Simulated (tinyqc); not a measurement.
Starting guesses with DIIS over 6 matrices: SCF starting guesses in the sto-6g basis, for H2O, spin multiplicity 1. Computed by the program tinyqc with PySCF. RHF with one setting changed at a time; a run stops when the energy changes by less than 1e-09 hartree and the error matrix is below 1e-5. Starts: the lowest orbitals of the core Hamiltonian, of the Wolfsberg-Helmholz matrix (K = 1.75), projected atomic densities, random orbitals, and the highest orbitals of the core Hamiltonian (a deliberately bad start).

Geometry (angstrom):
```
atom,x,y,z
O,0.0000,0.0000,0.0000
H,0.0000,0.9390,0.8460
H,0.0000,-0.9390,0.8460
```

lowest restricted solution found by these runs and by PySCF = -75.577049 hartree

Largest element of the error matrix X^T (FDS - SDF) X:
```
iteration,core,Wolfsberg-Helmholz,atomic densities,random,highest core orbitals
1,4.0e-01,4.9e-01,7.0e-01,1.0e+01,4.0e-01
2,4.5e-01,1.6e-01,2.2e-01,5.0e-01,4.6e-01
3,8.0e-02,3.4e-02,4.9e-02,2.6e-01,5.0e-01
4,1.2e-02,5.8e-03,3.8e-03,8.9e-02,4.9e-01
5,4.4e-03,1.8e-03,5.9e-04,4.6e-02,4.9e-01
6,9.9e-04,6.5e-05,2.1e-04,1.0e-02,4.6e-01
8,4.0e-07,1.1e-08,1.2e-08,6.3e-04,2.8e-02
10,-,-,-,2.7e-05,1.1e-02
14,-,-,-,-,1.1e-10
```

How each run ends:
```
run,iterations,E (hartree),state
core,9,-75.57705,lowest found
Wolfsberg-Helmholz,8,-75.57705,lowest found
atomic densities,8,-75.57705,lowest found
random,12,-75.57705,lowest found
highest core orbitals,14,-75.57705,lowest found
```

What does the comparison show, and why?

5 of 5 runs reach the lowest restricted solution found, in 8 to 14 iterations (fastest: Wolfsberg-Helmholz, atomic densities). The first errors are 4e-01, 5e-01, 7e-01, 1e+01, 4e-01; the deliberately bad start has the smallest one, so a small first error does not mark a good start.
